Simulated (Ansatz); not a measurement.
## Scan of [AlH$_{2}$···H···BH$_{2}$], doublet

Starting geometry:

```yaml
atoms:
  - { symbol: Al, position_ang: [-1.0844, 0.0000, 0.0000] }
  - { symbol: H, position_ang: [-1.8773, 1.3734, 0.0000] }
  - { symbol: H, position_ang: [-1.8773, -1.3734, 0.0000] }
  - { symbol: H, position_ang: [0.5015, 0.0000, 0.0000] }
  - { symbol: B, position_ang: [2.4566, 0.0000, 0.0000] }
  - { symbol: H, position_ang: [2.9657, 0.0000, 1.0770] }
  - { symbol: H, position_ang: [2.9657, 0.0000, -1.0770] }
```

From there H4 is moved from one fragment to the other while all else, the fragments' distance too, stays fixed; atoms are numbered as listed. Energies are in kcal/mol, counted from the starting geometry at the same level.

Basis cc-pVDZ; Ansatz 0.2.0. Correlated methods freeze the noble-gas cores. R marks a restricted (for open shells ROHF) determinant, U an unrestricted one. Active spaces: frontier = (9e, 9o) about the gap.

For open shells CISD is restricted-active-space CI with the open shells as a complete middle space. Runs in a small pair space aren't shown, since their orbitals change along the scan.

Full CI isn't at hand for all of this; UCCSDT(Q) serves as the reference, and is uncertain by about the last step of the cluster series. The frozen core follows each run's orbitals, which can shift R against U totals by a few meV.

```
distance Al1-H4 (Å)  UCCSDT(Q)  error RHF  error UMP2  error CISD  error RCCSD  error UCCSDT  error CASSCF (frontier space)
              1.475        2.3       -1.7        -0.4        -0.5         -0.2           0.0                           -0.2
              1.586        0.0        0.0         0.0         0.0          0.0           0.0                            0.0
              1.698       -0.1        2.5         0.6         0.7          0.3           0.0                            0.4
              1.810       -0.5        5.6         1.2         1.5          0.5           0.0                            0.7
              1.922       -3.1        7.0         1.4         1.6          0.7           0.0                            0.7
              2.035       -8.4        5.4         0.9         1.2          0.5           0.0                            0.6
              2.147      -14.8        3.3         0.2         0.7          0.3           0.0                            0.4
              2.259      -20.1        1.3        -0.3         0.1          0.1           0.0                            0.2
              2.371      -21.4       -0.3        -0.7        -0.3          0.0           0.0                            0.2
```

Errors are those of relative energies. In total energy the starting point itself misses UCCSDT(Q) by: RHF 126.9, UMP2 30.7, CISD 11.9, RCCSD 2.6, UCCSDT 0.1, CASSCF (frontier space) 90.7 kcal/mol.

Spread of the error over the points with a reference, to 2.371 Å (largest less smallest): UCCSDT 0.0, RCCSD 0.9, CASSCF (frontier space) 1.0, UMP2 2.1, CISD 2.1, RHF 8.6 kcal/mol.
